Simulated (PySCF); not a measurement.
# BNH6: electronic excitations at several levels of theory

Aim: compute the electronic excitations of BNH6 (`[BH3-][NH3+]`) at several levels, and see how far they spread and what each costs.

Programs: PySCF 2.14.0, with density-fitted response routines of our own. Each step states its level of theory. These are calculated values for one molecule in the gas phase, unless marked as measured. Atoms count from 0, in the outputs and in this text.

## Step 1: The molecule as given

8 atoms, charge 0, multiplicity 1; geometry from: PBE0-D3(BJ)/def2-SVP.

Bonds of the start (Å): B0–N1 1.63, B0–H2 1.22, B0–H3 1.22, B0–H4 1.22, N1–H5 1.02, N1–H6 1.02, N1–H7 1.02.

## Step 2: Ultraviolet spectrum: wB97X-D/def2-SVPD

The job: settings as JSON, then the geometry in Å.

```
{"job": {"kind": "uv", "xc": "wB97X-D", "basis": "def2-SVPD", "ip": true}, "charge": 0, "multiplicity": 1}
B     -0.792469    -0.024515     0.141775
N      0.834932    -0.095702     0.005792
H     -1.226024    -0.337508    -0.960083
H     -1.082168    -0.827509     1.019450
H     -1.043846     1.134563     0.447522
H      1.289523     0.150597     0.885615
H      1.174101     0.548720    -0.709143
H      1.143594    -1.033857    -0.250937
```

Level: TDDFT wB97X-D/def2-SVPD, vertical, gas phase, core orbitals frozen in the response.

On the command line:

```
OMP_NUM_THREADS=1 python probes_run.py task.json out
```

The driver reads the jobs from task.json and runs them one after another.

The log of the run:

```text
coarse grid: 5872 points
cycle   1  E = -83.0970409911  dE = -7.512e-02  |g| = 2.705e-01  |ddm| = 2.764e+00
cycle   2  E = -83.1228492822  dE = -2.581e-02  |g| = 1.083e-01  |ddm| = 7.074e-01
cycle   3  E = -83.1263098336  dE = -3.461e-03  |g| = 1.962e-02  |ddm| = 2.129e-01
cycle   4  E = -83.1264363208  dE = -1.265e-04  |g| = 3.645e-03  |ddm| = 6.461e-02
cycle   5  E = -83.1264401766  dE = -3.856e-06  |g| = 2.175e-03  |ddm| = 1.059e-02
final grid: 54432 points
cycle   6  E = -83.1340456000  dE = -3.910e-05  |g| = 4.243e-03  |ddm| = 1.233e-01
cycle   7  E = -83.1340473550  dE = -1.755e-06  |g| = 3.380e-03  |ddm| = 1.930e-02
cycle   8  E = -83.1340497284  dE = -2.373e-06  |g| = 4.085e-04  |ddm| = 3.303e-03
cycle   9  E = -83.1340497719  dE = -4.344e-08  |g| = 1.318e-04  |ddm| = 2.096e-03
cycle  10  E = -83.1340497778  dE = -5.916e-09  |g| = 1.277e-05  |ddm| = 5.788e-04
cycle  11  E = -83.1340497779  dE = -1.484e-10  |g| = 1.649e-06  |ddm| = 1.168e-04
converged SCF energy = -83.1340497779

Static polarisability (au): isotropic 32.074, principal 31.684 31.690 32.848

Singlet excitations
state   eV       nm        f      main configurations
  1   6.8608    180.7   0.01973   H->L 0.93
  2   6.8617    180.7   0.01975   H-1->L 0.93
  3   8.5538    144.9   0.09763   H->L+1 0.96
  4   8.5545    144.9   0.09773   H-1->L+1 0.96
  5   8.8170    140.6   0.00000   H->L+2 0.40, H-1->L+3 0.39
  6   8.9192    139.0   0.00640   H-2->L 0.39, H->L+3 0.26, H-1->L+2 0.24
  7   8.9591    138.4   0.00120   H-1->L+3 0.45, H->L+2 0.45
  8   8.9598    138.4   0.00119   H-1->L+2 0.46, H->L+3 0.44
  9   9.2797    133.6   0.12566   H-2->L 0.56, H-1->L+2 0.17, H->L+3 0.17
 10   9.8525    125.8   0.00002   H-1->L+4 0.32, H->L+5 0.32, H->L+4 0.11

Triplet excitations (Tamm-Dancoff, eV): 6.7983 6.7997 8.3692 8.3701
Vertical ionisation energy (delta-SCF) = 10.5223 eV
```

Wall time 7.2 s (1 thread of Arm Neoverse V1, shared host); peak memory 0.39 GiB.

Frontier orbitals and where they lie:

```csv
orbital,eV,atoms
HOMO−3,-16.56,"N1 40 %, B0 22 %, H3 8 %"
HOMO−2,-12.04,"B0 34 %, N1 28 %, H3 11 %"
HOMO−1,-9.69,"B0 43 %, H2 29 %, H3 13 %"
HOMO,-9.69,"B0 43 %, H4 25 %, H3 20 %"
LUMO,1.42,"B0 28 %, N1 19 %, H7 15 %"
LUMO+1,3.05,"B0 52 %, N1 9 %, H3 7 %"
LUMO+2,3.58,"H5 38 %, H7 20 %, N1 18 %"
```

With each of the 10 states as a Gaussian band of 0.4 eV half-width at 1/e, the curve within the window shown has maxima at 181 nm (ε 1,600), 144 nm (ε 8,300), 135 nm (ε 5,700) L/(mol cm). Beyond the last state computed it falls off for lack of states. The curve at chosen wavelengths:

(nm, ε (L/mol/cm)): (122, 44), (125, 430), (128, 1911), (131, 4306), (134, 5644), (137, 5690), (140, 6537), (143, 8047), (146, 7879), (149, 5570), (152, 2864), (155, 1105), (158, 334), (161, 99), (164, 95), (167, 232), (170, 513), (173, 909), (176, 1310), (179, 1562), (182, 1570), (185, 1352), (188, 1011), (191, 667), (194, 392), (197, 208)

Further results of this job:

```csv
property,computed
dipole moment (D),5.46
polarisability (Å³),4.75
HOMO–LUMO gap (eV),11.11
−ε(HOMO) (eV),9.69
```

## Step 3: TDDFT and polarisability: LC-wPBE/def2-SVPD

The job, as its differences from that of step 2:

```diff
@@ -1,2 +1,2 @@
-{"job": {"kind": "uv", "xc": "wB97X-D", "basis": "def2-SVPD", "ip": true}, "charge": 0, "multiplicity": 1}
+{"job": {"kind": "uv", "xc": "LC-wPBE", "basis": "def2-SVPD", "ip": true}, "charge": 0, "multiplicity": 1}
 B     -0.792469    -0.024515     0.141775
```

Method: TDDFT LC-wPBE/def2-SVPD, vertical, gas phase, core orbitals frozen in the response.

The log of the run:

```text
coarse grid: 5872 points
cycle   1  E = -83.0716042092  dE = -4.933e-02  |g| = 2.790e-01  |ddm| = 2.757e+00
cycle   2  E = -83.0993602051  dE = -2.776e-02  |g| = 1.027e-01  |ddm| = 5.970e-01
cycle   3  E = -83.1019587428  dE = -2.599e-03  |g| = 3.590e-02  |ddm| = 1.756e-01
cycle   4  E = -83.1022409672  dE = -2.822e-04  |g| = 1.045e-02  |ddm| = 7.374e-02
cycle   5  E = -83.1022697823  dE = -2.882e-05  |g| = 2.555e-03  |ddm| = 2.488e-02
cycle   6  E = -83.1022718575  dE = -2.075e-06  |g| = 2.666e-04  |ddm| = 6.640e-03
final grid: 54432 points
cycle   7  E = -83.1106198852  dE = -1.868e-05  |g| = 4.047e-03  |ddm| = 3.709e-02
cycle   8  E = -83.1106212935  dE = -1.408e-06  |g| = 3.454e-03  |ddm| = 6.482e-03
cycle   9  E = -83.1106236571  dE = -2.364e-06  |g| = 1.871e-04  |ddm| = 2.912e-03
cycle  10  E = -83.1106236685  dE = -1.143e-08  |g| = 6.939e-05  |ddm| = 6.109e-04
cycle  11  E = -83.1106236745  dE = -5.999e-09  |g| = 1.012e-05  |ddm| = 1.624e-04
cycle  12  E = -83.1106236746  dE = -8.031e-11  |g| = 1.904e-06  |ddm| = 4.537e-05
converged SCF energy = -83.1106236746

Static polarisability (au): isotropic 31.058, principal 30.666 30.673 31.836

Singlet excitations
state   eV       nm        f      main configurations
  1   7.4327    166.8   0.02689   H->L 0.92
  2   7.4336    166.8   0.02690   H-1->L 0.92
  3   9.0266    137.4   0.09208   H->L+1 0.91
  4   9.0275    137.3   0.09213   H-1->L+1 0.91
  5   9.3188    133.0   0.00000   H->L+2 0.30, H-1->L+3 0.30, H->L+4 0.10
  6   9.4671    131.0   0.02703   H-2->L 0.58, H->L+3 0.14, H-1->L+2 0.14
  7   9.5727    129.5   0.00490   H-1->L+3 0.30, H->L+2 0.30, H-1->L+2 0.15
  8   9.5732    129.5   0.00486   H-1->L+2 0.30, H->L+3 0.30, H->L+2 0.15
  9   9.8906    125.4   0.11360   H-2->L 0.34, H-1->L+2 0.23, H->L+3 0.23
 10  10.3076    120.3   0.00033   H->L+5 0.45, H-1->L+4 0.45

Triplet excitations (Tamm-Dancoff, eV): 7.1968 7.1977 8.6056 8.6064
Vertical ionisation energy (delta-SCF) = 10.6030 eV
```

Wall time 12 s (1 thread of Arm Neoverse V1, shared host); peak memory 0.39 GiB.

This run: HOMO -10.62 eV, LUMO 1.52 eV; lowest singlet 7.43 eV.

## Step 4: TDDFT and polarisability: PBE0/6-31G*

The job, as its differences from that of step 3:

```diff
@@ -1,2 +1,2 @@
-{"job": {"kind": "uv", "xc": "LC-wPBE", "basis": "def2-SVPD", "ip": true}, "charge": 0, "multiplicity": 1}
+{"job": {"kind": "uv", "xc": "PBE0", "basis": "6-31G*"}, "charge": 0, "multiplicity": 1}
 B     -0.792469    -0.024515     0.141775
```

With the program's defaults for keys left out, this is: TDDFT PBE0/6-31G*, vertical, gas phase, core orbitals frozen in the response.

The log of the run:

```text
coarse grid: 5872 points
cycle   1  E = -83.0689269108  dE = -9.528e-02  |g| = 3.384e-01  |ddm| = 2.025e+00
cycle   2  E = -83.0905164569  dE = -2.159e-02  |g| = 2.430e-01  |ddm| = 6.663e-01
cycle   3  E = -83.1092499666  dE = -1.873e-02  |g| = 3.011e-02  |ddm| = 2.733e-01
cycle   4  E = -83.1094493847  dE = -1.994e-04  |g| = 1.573e-02  |ddm| = 3.655e-02
cycle   5  E = -83.1095016921  dE = -5.231e-05  |g| = 1.310e-03  |ddm| = 1.006e-02
cycle   6  E = -83.1095021537  dE = -4.616e-07  |g| = 9.895e-05  |ddm| = 1.384e-03
final grid: 54432 points
cycle   7  E = -83.0930865988  dE = -1.290e-05  |g| = 5.977e-03  |ddm| = 1.156e-02
cycle   8  E = -83.0930834719  dE =  3.127e-06  |g| = 7.312e-03  |ddm| = 1.023e-02
cycle   9  E = -83.0930953465  dE = -1.187e-05  |g| = 4.557e-04  |ddm| = 5.082e-03
cycle  10  E = -83.0930954084  dE = -6.185e-08  |g| = 6.062e-05  |ddm| = 4.468e-04
cycle  11  E = -83.0930954092  dE = -8.342e-10  |g| = 8.695e-06  |ddm| = 5.014e-05
converged SCF energy = -83.0930954092

Static polarisability (au): isotropic 23.536, principal 22.310 24.145 24.154

Singlet excitations
state   eV       nm        f      main configurations
  1   7.2426    171.2   0.00041   H->L 1.00
  2   7.2434    171.2   0.00041   H-1->L 1.00
  3   9.2418    134.2   0.00000   H->L+1 0.33, H-1->L+2 0.30, H->L+2 0.18
  4   9.2837    133.6   0.00199   H->L+1 0.45, H-1->L+2 0.44
  5   9.2839    133.5   0.00201   H->L+2 0.46, H-1->L+1 0.44
  6   9.2945    133.4   0.00176   H->L+2 0.26, H-1->L+1 0.25, H-2->L 0.20
  7   9.6701    128.2   0.16853   H-2->L 0.80
  8  11.1255    111.4   0.00146   H->L+3 0.77, H-1->L+3 0.10
  9  11.1264    111.4   0.00147   H-1->L+3 0.77, H->L+3 0.10
 10  11.4542    108.2   0.02125   H-2->L+1 0.88

Triplet excitations (Tamm-Dancoff, eV): 7.0878 7.0887 9.0227 9.1621
```

It took 1.5 s on 1 thread of Arm Neoverse V1, shared host; peak memory 0.39 GiB.

In short: HOMO -7.44 eV, LUMO 1.17 eV; lowest singlet 7.24 eV.

## Step 5: Ultraviolet spectrum: PBE0/def2-SVP

The job, as its differences from that of step 4:

```diff
@@ -1,2 +1,2 @@
-{"job": {"kind": "uv", "xc": "PBE0", "basis": "6-31G*"}, "charge": 0, "multiplicity": 1}
+{"job": {"kind": "uv", "xc": "PBE0", "basis": "def2-SVP"}, "charge": 0, "multiplicity": 1}
 B     -0.792469    -0.024515     0.141775
```

With the program's defaults for keys left out, this is: TDDFT PBE0/def2-SVP, vertical, gas phase, core orbitals frozen in the response.

The log of the run:

```text
coarse grid: 5872 points
cycle   1  E = -82.9955413867  dE = -1.000e-01  |g| = 3.190e-01  |ddm| = 2.305e+00
cycle   2  E = -83.0153643520  dE = -1.982e-02  |g| = 2.360e-01  |ddm| = 6.767e-01
cycle   3  E = -83.0342789492  dE = -1.891e-02  |g| = 2.658e-02  |ddm| = 2.912e-01
cycle   4  E = -83.0344535065  dE = -1.746e-04  |g| = 1.376e-02  |ddm| = 3.510e-02
cycle   5  E = -83.0344934129  dE = -3.991e-05  |g| = 1.888e-03  |ddm| = 1.023e-02
cycle   6  E = -83.0344942699  dE = -8.570e-07  |g| = 1.552e-04  |ddm| = 1.777e-03
final grid: 54432 points
cycle   7  E = -83.0410425573  dE = -1.791e-05  |g| = 5.661e-03  |ddm| = 1.517e-02
cycle   8  E = -83.0410393855  dE =  3.172e-06  |g| = 6.986e-03  |ddm| = 1.038e-02
cycle   9  E = -83.0410502746  dE = -1.089e-05  |g| = 4.067e-04  |ddm| = 5.482e-03
cycle  10  E = -83.0410503248  dE = -5.026e-08  |g| = 5.949e-05  |ddm| = 4.526e-04
cycle  11  E = -83.0410503258  dE = -9.627e-10  |g| = 7.012e-06  |ddm| = 5.616e-05
converged SCF energy = -83.0410503258

Static polarisability (au): isotropic 25.439, principal 24.083 26.113 26.122

Singlet excitations
state   eV       nm        f      main configurations
  1   6.8455    181.1   0.00097   H->L 1.00
  2   6.8463    181.1   0.00097   H-1->L 1.00
  3   8.8400    140.3   0.00000   H->L+1 0.26, H->L+2 0.26, H-1->L+1 0.24
  4   8.8700    139.8   0.00205   H->L+1 0.36, H-1->L+2 0.36, H-1->L+1 0.15
  5   8.8701    139.8   0.00207   H->L+2 0.37, H-1->L+1 0.35, H->L+1 0.14
  6   8.8851    139.5   0.00078   H-1->L+2 0.24, H-1->L+1 0.22, H->L+2 0.22
  7   9.2108    134.6   0.14940   H-2->L 0.87
  8  10.5710    117.3   0.00413   H->L+3 0.86
  9  10.5720    117.3   0.00416   H-1->L+3 0.86
 10  10.9792    112.9   0.00000   H-1->L+4 0.46, H->L+5 0.46

Triplet excitations (Tamm-Dancoff, eV): 6.7030 6.7038 8.6753 8.7731
```

Run time: 1.9 s. Hardware: 1 thread of Arm Neoverse V1, shared host; peak memory 0.39 GiB.

This run: HOMO -7.58 eV, LUMO 0.56 eV; lowest singlet 6.85 eV.

## Step 6: TDDFT and polarisability: PBE0/def2-TZVP

The job, as its differences from that of step 5:

```diff
@@ -1,2 +1,2 @@
-{"job": {"kind": "uv", "xc": "PBE0", "basis": "def2-SVP"}, "charge": 0, "multiplicity": 1}
+{"job": {"kind": "uv", "xc": "PBE0", "basis": "def2-TZVP"}, "charge": 0, "multiplicity": 1}
 B     -0.792469    -0.024515     0.141775
```

Level: TDDFT PBE0/def2-TZVP, vertical, gas phase, core orbitals frozen in the response.

The log of the run:

```text
coarse grid: 5872 points
cycle   1  E = -83.0985273393  dE = -9.482e-02  |g| = 3.492e-01  |ddm| = 1.612e+00
cycle   2  E = -83.1151380573  dE = -1.661e-02  |g| = 2.882e-01  |ddm| = 6.463e-01
cycle   3  E = -83.1418884375  dE = -2.675e-02  |g| = 3.381e-02  |ddm| = 2.987e-01
cycle   4  E = -83.1421279320  dE = -2.395e-04  |g| = 1.886e-02  |ddm| = 3.091e-02
cycle   5  E = -83.1422002210  dE = -7.229e-05  |g| = 2.033e-03  |ddm| = 9.158e-03
cycle   6  E = -83.1422012474  dE = -1.026e-06  |g| = 1.972e-04  |ddm| = 1.488e-03
final grid: 54432 points
cycle   7  E = -83.1352145406  dE = -3.495e-05  |g| = 6.045e-03  |ddm| = 2.512e-02
cycle   8  E = -83.1352108733  dE =  3.667e-06  |g| = 7.467e-03  |ddm| = 8.372e-03
cycle   9  E = -83.1352227702  dE = -1.190e-05  |g| = 4.835e-04  |ddm| = 4.316e-03
cycle  10  E = -83.1352228260  dE = -5.588e-08  |g| = 1.274e-04  |ddm| = 3.995e-04
cycle  11  E = -83.1352228306  dE = -4.554e-09  |g| = 1.472e-05  |ddm| = 1.017e-04
cycle  12  E = -83.1352228306  dE = -4.874e-11  |g| = 1.545e-06  |ddm| = 1.107e-05
converged SCF energy = -83.1352228306

Static polarisability (au): isotropic 29.439, principal 29.353 29.361 29.603

Singlet excitations
state   eV       nm        f      main configurations
  1   6.4317    192.8   0.00328   H->L 0.99
  2   6.4325    192.7   0.00329   H-1->L 0.99
  3   8.2887    149.6   0.00000   H->L+2 0.32, H-1->L+1 0.32, H->L+1 0.18
  4   8.3430    148.6   0.00018   H-1->L+2 0.28, H->L+1 0.27, H-1->L+1 0.23
  5   8.3433    148.6   0.00017   H->L+2 0.28, H-1->L+1 0.27, H->L+1 0.23
  6   8.3863    147.8   0.00802   H-1->L+2 0.32, H->L+1 0.30, H-1->L+1 0.17
  7   8.7639    141.5   0.13301   H-2->L 0.95
  8   9.2174    134.5   0.12328   H->L+3 0.99
  9   9.2182    134.5   0.12322   H-1->L+3 0.99
 10   9.8701    125.6   0.02344   H->L+4 0.94

Triplet excitations (Tamm-Dancoff, eV): 6.2909 6.2917 8.2181 8.2458
```

Wall time 3.3 s (1 thread of Arm Neoverse V1, shared host); peak memory 0.41 GiB.

This run: HOMO -7.74 eV, LUMO -0.04 eV; lowest singlet 6.43 eV.

[end of part 1 of 2]
